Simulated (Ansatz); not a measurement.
AlH5OSi (`[AlH2][O][SiH3]`), relaxed with RKS PBE-D4/def2-SVP in the Gaussian-basis code of Ansatz from a rough embedded geometry. The force threshold is 0.03 eV/Å; the program also tests the step.

Charge 0, multiplicity 1.

Start:

```xyz
8

Al   -1.140    0.473   -0.934
O    -0.688    0.534    0.778
Si    0.815   -0.257    0.850
H    -0.720    1.601   -1.927
H    -2.027   -0.734   -1.550
H     1.267   -0.299    2.261
H     1.830    0.394    0.078
H     0.663   -1.711    0.444
```

```
step  energy (eV)  largest force (eV/Å)  largest move (Å)
   1  -16587.6963                 1.989             0.000
   2  -16587.9279                 0.819             0.092
   3  -16588.0731                 0.358             0.200
   4  -16588.1604                 0.369             0.197
   5  -16588.2110                 0.277             0.192
   6  -16588.2598                 0.097             0.200
   7  -16588.2776                 0.034             0.200
   8  -16588.2792                 0.082             0.083
   9  -16588.2796                 0.006             0.009
```

End:

```xyz
8

Al   -1.394    0.558   -1.183
O    -0.146    0.073   -0.115
Si    1.067   -0.425    0.906
H    -1.266    1.990   -1.871
H    -2.602   -0.453   -1.422
H     0.748   -0.015    2.320
H     2.379    0.196    0.506
H     1.213   -1.923    0.858
```

It took 4 s on 4 threads of an Intel Xeon 6975P-C on a shared host, with 0.16 GiB of host memory at the peak.
